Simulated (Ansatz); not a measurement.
Steps of a relaxation of C4H7FO (`C=CCOCF`) with RKS PBE-D4/def2-SVP.

```sh
$ ansatz run in.yaml --threads 4 --pin off --events-out ev --progress --plain --max-ram 10444MiB
```

```yaml
crystal:
  periodic: [false, false, false]
  atoms:
    - {symbol: C, position_ang: [0.409200, -2.482400, -0.028800]}
    - {symbol: C, position_ang: [-0.120400, -1.348600, 0.570700]}
    - {symbol: C, position_ang: [0.272600, 0.058600, 0.255400]}
    - {symbol: O, position_ang: [-0.793500, 0.798200, -0.070400]}
    - {symbol: C, position_ang: [-0.545800, 2.089300, -0.523500]}
    - {symbol: F, position_ang: [0.151200, 2.731700, 0.476500]}
    - {symbol: H, position_ang: [0.028600, -3.423200, 0.235700]}
    - {symbol: H, position_ang: [1.147300, -2.356800, -0.831000]}
    - {symbol: H, position_ang: [-0.865200, -1.443600, 1.390500]}
    - {symbol: H, position_ang: [0.774600, 0.494300, 1.182700]}
    - {symbol: H, position_ang: [1.010300, 0.085500, -0.540200]}
    - {symbol: H, position_ang: [0.071300, 2.082100, -1.404000]}
    - {symbol: H, position_ang: [-1.519800, 2.680200, -0.698600]}
basis:
  gaussian: {orbitals: def2-SVP}
hamiltonian: {xc: pbe, dispersion: d4}
relax: {f_tol: 0.03, max_steps: 200}
```

Positions (Å) and forces (eV/Å) along the path, 8 of 8 steps:

```xyz
13
step=1 energy=-9007.4268 eV
C     0.409   -2.482   -0.029   -0.602    3.960    0.543
C    -0.120   -1.349    0.571    0.648   -1.896   -0.649
C     0.273    0.059    0.255    2.252   -1.102    1.839
O    -0.793    0.798   -0.070   -3.667    1.944   -1.239
C    -0.546    2.089   -0.523   -1.202   -0.072    1.679
F     0.151    2.732    0.476    0.297    0.780    0.079
H     0.029   -3.423    0.236   -0.419   -1.921    0.483
H     1.147   -2.357   -0.831    0.114   -0.218   -0.116
H    -0.865   -1.444    1.391    0.035   -0.082   -0.262
H     0.775    0.494    1.183   -0.048   -0.265   -0.464
H     1.010    0.086   -0.540    0.976   -0.143   -0.781
H     0.071    2.082   -1.404    0.851    0.027   -1.253
H    -1.520    2.680   -0.699    0.764   -1.012    0.142
13
step=2 energy=-9007.7739 eV
C     0.344   -2.458   -0.069    0.136    0.367    0.978
C    -0.142   -1.354    0.546   -0.105   -0.447   -0.302
C     0.284    0.051    0.247    1.085   -0.755    0.617
O    -0.819    0.828   -0.055   -1.283    0.990   -0.352
C    -0.537    2.111   -0.487   -0.622   -0.052    0.436
F     0.132    2.823    0.496    0.043    0.150   -0.052
H     0.124   -3.459    0.360   -0.105    0.192   -0.500
H     1.127   -2.359   -0.838   -0.035   -0.160   -0.092
H    -0.925   -1.457    1.324    0.165    0.019    0.010
H     0.824    0.456    1.153   -0.158   -0.069   -0.246
H     1.029    0.057   -0.576    0.187    0.000   -0.264
H     0.099    2.104   -1.391    0.336    0.035   -0.312
H    -1.519    2.621   -0.695    0.356   -0.269    0.079
13
step=3 energy=-9007.7886 eV
C     0.427   -2.452    0.013   -1.124   -1.245   -0.096
C    -0.114   -1.354    0.569    0.047   -0.009   -0.012
C     0.297    0.051    0.245    0.695   -0.306    0.232
O    -0.841    0.842   -0.049   -0.239    0.152    0.006
C    -0.553    2.119   -0.479   -0.003   -0.124   -0.054
F     0.091    2.865    0.499   -0.032   -0.001   -0.034
H    -0.029   -3.489    0.244    0.923    1.309   -0.158
H     1.160   -2.386   -0.814    0.007   -0.066    0.186
H    -0.884   -1.458    1.356   -0.049    0.036   -0.077
H     0.845    0.468    1.128   -0.092    0.126   -0.074
H     1.035    0.052   -0.601   -0.159    0.051    0.002
H     0.114    2.110   -1.382    0.024    0.034    0.081
H    -1.528    2.596   -0.714    0.003    0.043   -0.002
13
step=4 energy=-9007.8365 eV
C     0.363   -2.462   -0.008    0.352    0.013   -0.228
C    -0.113   -1.333    0.526   -0.106    0.042    0.319
C     0.381    0.045    0.241   -0.307   -0.037   -0.106
O    -0.807    0.808    0.004    0.055    0.392   -0.161
C    -0.570    2.082   -0.445   -0.013    0.112   -0.049
F     0.049    2.870    0.520    0.007    0.005    0.041
H     0.000   -3.443    0.304   -0.223   -0.282   -0.023
H     1.160   -2.442   -0.772    0.063   -0.025    0.122
H    -0.979   -1.349    1.217    0.216   -0.096    0.094
H     0.928    0.496    1.105    0.024   -0.156   -0.041
H     1.061    0.069   -0.648   -0.032    0.024    0.058
H     0.102    2.094   -1.341    0.016   -0.006   -0.017
H    -1.555    2.532   -0.687   -0.054    0.017   -0.009
13
step=5 energy=-9007.8752 eV
C     0.373   -2.470   -0.016    0.090   -0.108    0.110
C    -0.125   -1.354    0.538   -0.143    0.028    0.165
C     0.328    0.041    0.230    0.096   -0.039    0.011
O    -0.832    0.841   -0.021   -0.015    0.074   -0.022
C    -0.561    2.116   -0.459    0.012   -0.046    0.010
F     0.070    2.879    0.518   -0.006    0.008    0.008
H     0.003   -3.470    0.276    0.076    0.122   -0.038
H     1.204   -2.432   -0.744   -0.125   -0.013   -0.051
H    -0.927   -1.415    1.303    0.084   -0.019   -0.175
H     0.893    0.469    1.094   -0.040   -0.013   -0.028
H     1.019    0.055   -0.649   -0.050    0.007    0.007
H     0.114    2.117   -1.353    0.019    0.006    0.003
H    -1.538    2.588   -0.701    0.002   -0.006    0.000
13
step=6 energy=-9007.8803 eV
C     0.385   -2.470   -0.004   -0.019   -0.058   -0.066
C    -0.125   -1.357    0.546   -0.085    0.033    0.072
C     0.319    0.039    0.232    0.073   -0.040   -0.022
O    -0.836    0.845   -0.028   -0.021    0.022   -0.001
C    -0.555    2.119   -0.462   -0.006   -0.041    0.007
F     0.065    2.879    0.523   -0.006    0.002    0.002
H     0.030   -3.473    0.293    0.068    0.106   -0.030
H     1.169   -2.422   -0.783   -0.051   -0.019    0.087
H    -0.926   -1.427    1.307    0.073   -0.010   -0.043
H     0.881    0.469    1.096   -0.027    0.000   -0.014
H     1.013    0.052   -0.644   -0.027   -0.001   -0.003
H     0.130    2.119   -1.348    0.015    0.005    0.013
H    -1.529    2.592   -0.714    0.012    0.001   -0.002
13
step=7 energy=-9007.8818 eV
C     0.382   -2.469   -0.005    0.025   -0.023   -0.033
C    -0.128   -1.357    0.545   -0.039    0.033    0.035
C     0.316    0.038    0.227    0.025   -0.022   -0.023
O    -0.839    0.845   -0.030   -0.002    0.005   -0.004
C    -0.554    2.119   -0.459   -0.005   -0.017   -0.003
F     0.060    2.878    0.531   -0.005    0.000    0.006
H     0.040   -3.471    0.301    0.015    0.029   -0.014
H     1.168   -2.422   -0.780   -0.028   -0.008    0.037
H    -0.924   -1.427    1.310    0.026   -0.006   -0.006
H     0.880    0.468    1.088   -0.008    0.004   -0.006
H     1.004    0.049   -0.654   -0.017   -0.005    0.001
H     0.140    2.120   -1.340    0.006    0.002    0.014
H    -1.525    2.594   -0.719    0.007    0.007   -0.004
13
step=8 energy=-9007.8828 eV
C     0.381   -2.469   -0.003    0.010    0.003   -0.001
C    -0.131   -1.357    0.547    0.018    0.010   -0.006
C     0.311    0.035    0.218   -0.008   -0.001   -0.008
O    -0.844    0.845   -0.036    0.006   -0.010   -0.013
C    -0.552    2.121   -0.456    0.002    0.005   -0.005
F     0.048    2.876    0.547   -0.007   -0.002    0.005
H     0.051   -3.471    0.309   -0.012   -0.019    0.006
H     1.162   -2.421   -0.781    0.004    0.004   -0.010
H    -0.916   -1.429    1.320   -0.016    0.003    0.017
H     0.879    0.469    1.074    0.009    0.009    0.000
H     0.992    0.042   -0.668   -0.004   -0.008    0.003
H     0.157    2.125   -1.325   -0.007    0.000    0.014
H    -1.517    2.598   -0.729    0.005    0.006   -0.002
```

It took 12 s on 4 threads of an Arm Neoverse V1 on a shared host, with 0.16 GiB of host memory at the peak.
